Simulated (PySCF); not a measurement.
Compound: C3H2F2O.
SMILES with atom numbers: `[O:1]=[CH:2]/[C:3]([F:4])=[CH:5]\[F:6]` (hydrogens: H7 on C2; H8 on C5)

A GFN2-xTB structure was refined with PySCF, PBE0-D3(BJ)/def2-SVP geometry optimisation, gas phase. Its GFN2-xTB values:

```csv
coordinate,GFN2-xTB
O1=C2,1.212 Å
C2–C3,1.461 Å
C2–H7,1.097 Å
C3–F4,1.356 Å
C3=C5,1.355 Å
C5–F6,1.306 Å
C5–H8,1.105 Å
O1–C2–C3,124.0°
C2–C3–F4,117.0°
C2–C3–C5,128.3°
C3–C5–F6,122.2°
F4–C3–C5,114.7°
```

**Question.** How do these coordinates change at the PBE0-D3(BJ)/def2-SVP level?

**Answer.** 
```csv
coordinate,PBE0-D3(BJ)/def2-SVP (Å or °),change
C2–H7,1.120,+0.023
C3–F4,1.335,-0.021
C2–C3,1.475,+0.014
C3=C5,1.342,-0.013
C5–H8,1.094,-0.011
O1=C2,1.203,-0.009
C5–F6,1.311,+0.005
F4–C3–C5,118.2,+3.5
C2–C3–F4,114.7,-2.3
C2–C3–C5,127.1,-1.2
O1–C2–C3,124.9,+0.9
C3–C5–F6,122.7,+0.5
```

The energy falls by 1.1 kcal/mol over 10 energy and gradient evaluations, the largest force component goes from 0.0295 to 1.8e-04 Eh/bohr, and the atoms move by 0.020 Å rms after alignment. The bond that changes most is C2–H7 (aldehyde carbon to formyl hydrogen), which lengthens by 0.023 Å. Bonds longer at the end by more than 0.005 Å: 2 of 7; shorter: 4. Rotational constants go from 4280, 3764, 2003 to 4327, 3764, 2013 MHz.

The run used 94 basis functions and 79 SCF cycles in all. On an Arm Neoverse V1 with one thread, shared host, this took 26 s and 0.38 GiB of memory at its peak.

No PBE0-D3(BJ)/def2-SVP frequencies stand behind this structure, so it isn't proved a minimum. One conformer, not necessarily the lowest.

Conformer computed: `[O:1]=[CH:2]/[C:3]([F:4])=[CH:5]\[F:6]`: O1–C2–C3–F4 180°.
